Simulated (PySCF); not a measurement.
# How methods differ on the ionisation energy of B

B [He] 2s2 2p1 (2P) → B⁺ [He] 2s2 (1S), as a difference of total energies. All numbers are calculated (PySCF 2.14, the non-relativistic Hamiltonian (point nucleus), in aug-cc-pVDZ (4s3p2d, 23 functions)). Correlated levels: valence: 1s2 frozen. The calculations carry no spin-orbit coupling.

```csv
method,ionisation energy (eV)
UHF,8.043
LDA,8.651
PBE,8.693
PBE0,8.663
r2SCAN,8.771
M06-L,8.638
B2PLYP,8.482
B3LYP,8.764
LC-wPBE,8.786
MP2 (valence),8.163
SCS-MP2 (valence),8.127
```

Errors of the correlated levels include the incompleteness of this basis and the frozen core.

**Question.** Which method comes closest to the reference value, and which is furthest?

**Answer.** The reference is 8.297 eV (measured; NIST levels, between the centres of gravity of the two terms). Closest: MP2 (valence) (error -0.134 eV); furthest: LC-wPBE (error 0.489 eV).
